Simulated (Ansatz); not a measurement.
Compare A (`CC=C(C)C`) with its isomer B (`CC1CCC1`).

Gas-phase electronic energies from Ansatz, PBE0-D4/def2-TZVP geometries. CBS: MP2 limit from def2 TZ/QZ plus the TZ coupled-cluster correction, frozen cores. Functionals use def2-TZVPP. B3LYP here is the variant with VWN-RPA as its local correlation; programs differ in this.

A:

```xyz
15

C     0.813    0.896   -1.727
C    -0.188    0.051   -1.015
C    -0.253   -0.233    0.286
C    -1.341   -1.108    0.827
C     0.710    0.266    1.317
H     1.334    0.316   -2.496
H     0.323    1.727   -2.244
H     1.567    1.317   -1.062
H    -0.959   -0.382   -1.652
H    -0.923   -1.991    1.322
H    -1.931   -0.578    1.582
H    -2.017   -1.445    0.040
H     0.183    0.838    2.088
H     1.190   -0.575    1.830
H     1.494    0.900    0.905
```

B:

Z-matrix (Å, degrees):
```
C
C 1 1.514
H 1 1.093 2 111.2
H 1 1.094 2 111.2 3 120.2
H 1 1.094 2 111.2 3 -119.9
C 2 1.546 1 113.7 3 169.3
C 2 1.546 1 113.7 3 70.4
H 2 1.093 1 109.7 3 -60.1
C 6 1.541 2 89.0 1 -98.1
H 6 1.092 2 116.9 1 22.8
H 6 1.092 2 111.9 1 148.7
H 7 1.093 2 116.9 1 -22.8
H 7 1.092 2 111.9 1 -148.7
H 9 1.091 6 117.4 2 -137.6
H 9 1.092 6 112.1 2 96.2
```

Which isomer does CCSD(T)/CBS put lower? Give the gap. (Estimate.)

Computed: A, by 33.4 kJ/mol.

Give E(B) − E(A) in kJ/mol with CCSD/def2-TZVPP, HF/def2-TZVPP, B3LYP-D4, r2SCAN-D4, CCSD(T)/def2-TZVPP, MP2/def2-TZVPP, B2PLYP. (Best estimate.)

Ansatz gave: CCSD/def2-TZVPP 29.7, HF/def2-TZVPP 44.5, B3LYP-D4 47.4, r2SCAN-D4 38.0, CCSD(T)/def2-TZVPP 31.2, MP2/def2-TZVPP 26.3, B2PLYP 42.4. None reverses the order clearly.

Largest T1 diagnostic: 0.010.

In def2-TZVPP, CCSD(T) changes the Hartree–Fock value by −13.2 kJ/mol (the triples alone add +1.5 kJ/mol) and MP2 by −18.1 kJ/mol. From PBE to PBE0 (25 % exact exchange), in def2-TZVPP and without D4, E(B) − E(A) moves by −9.2 kJ/mol.
